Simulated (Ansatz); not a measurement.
**Relaxing Zr₃N**

Computed with DFT PBE, scalar-relativistic, plane waves, PAW in Ansatz 0.2.0. Cutoff 420 eV, Γ-centred k mesh, Gaussian smearing, no spin polarisation in the final step.

Zr₃N was placed on the Cu3Au (L1_2) structure type (Pm-3m, No. 221), with N in place of Au, Zr in place of Cu, at a guessed volume.

```
CELL_PARAMETERS angstrom
3.79192 0.00000 0.00000
0.00000 3.79192 0.00000
0.00000 0.00000 3.79192
ATOMIC_POSITIONS crystal
Zr 0.00000 0.50000 0.50000
Zr 0.50000 0.00000 0.50000
Zr 0.50000 0.50000 0.00000
N 0.00000 0.00000 0.00000
```

Cell and atoms relax at zero pressure; the relaxation can't lower the symmetry of the start. After a coarse first stage the cell is made exact in the group found at 0.06 Å.

Energies over the elements count from the elements' standard structures at the same level (N₂ as a molecule), with no empirical corrections.

Q: What does it relax into?

A: It keeps Pm-3m (No. 221). The result has the Cu3Au (L1_2) structure. Conventional cell: a = 4.108 Å. Around Zr lie 4 N at 2.90 Å and 8 Zr at 2.90 Å; N is coordinated by 12 Zr at 2.90 Å.

```
Zr N
1.0
     4.10808    0.00000    0.00000
     0.00000    4.10808    0.00000
     0.00000    0.00000    4.10808
Zr N
3 1
Cartesian
  0.0000 2.0540 2.0540
  2.0540 0.0000 2.0540
  2.0540 2.0540 0.0000
  0.0000 0.0000 0.0000
```

Q: What are its volume, energy, density and gap?

A: The volume per atom is 17.33 Å³, the density is 6.89 g/cm³ and the energy over the elements is 0.65 eV/atom. The gap on the 12×12×12 mesh is 0 eV (a metal).

The final run used a 12×12×12 mesh on its 4-atom cell and 0.10 eV smearing. The k mesh leaves about 4 meV/atom of noise in metals. Symmetry constrained the relaxation, so the result can be a saddle point.

Cost: 3 runs of about 0.38 core-minutes in all, on Intel Xeon 6975P-C (Granite Rapids) (shared hosts).